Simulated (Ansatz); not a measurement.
# CHBCl: the cost of one run

Computed with Ansatz 0.2.0, Gaussian basis. Level: PBE0-D4/def2-SVP, unrestricted.

3 further runs of the same task are left out: 3 that didn't finish.

**1. Where the work starts**

SMILES `B=[C]Cl`, 4 atoms, charge 0, spin multiplicity 2.

Atoms are counted from 1 here; the program's logs count them from 0.

Bond lengths: B1–C2 1.346 Å, B1–H4 1.143 Å, C2–Cl3 1.640 Å. Angles: C2–B1–H4 179.7°, B1–C2–Cl3 179.7°.

Coordinates:

```xyz
4
CHBCl
B    -0.2658    0.6552   -0.3685
C     0.1837   -0.4501    0.2548
Cl    0.7341   -1.7986    1.0075
H    -0.6520    1.5935   -0.8938
```

**2. The run**

md/in.yaml reads:

```yaml
crystal:
  periodic: [false, false, false]
  atoms:
    - {symbol: B, position_ang: [-0.265790, 0.655170, -0.368490]}
    - {symbol: C, position_ang: [0.183690, -0.450080, 0.254790]}
    - {symbol: Cl, position_ang: [0.734120, -1.798630, 1.007460]}
    - {symbol: H, position_ang: [-0.652020, 1.593540, -0.893760]}
basis:
  gaussian: {orbitals: def2-SVP}
magnetization: {spin_polarized: true, initial_magnetization: 1}
hamiltonian: {xc: pbe0, dispersion: d4}
md: {n_steps: 40, timestep: 0.5, temperature: 1000, ensemble: nve, seed: 962, initial_velocities: maxwell_boltzmann}
```

Command:

```console
$ ansatz run in.yaml --threads 2 --pin off --events-out ev --progress --plain --max-ram 3481MiB
```

Q: Estimate wall time and peak memory on 2 threads of Arm Neoverse V1, shared host.

About 94 s, with a peak of 0.14 GiB.
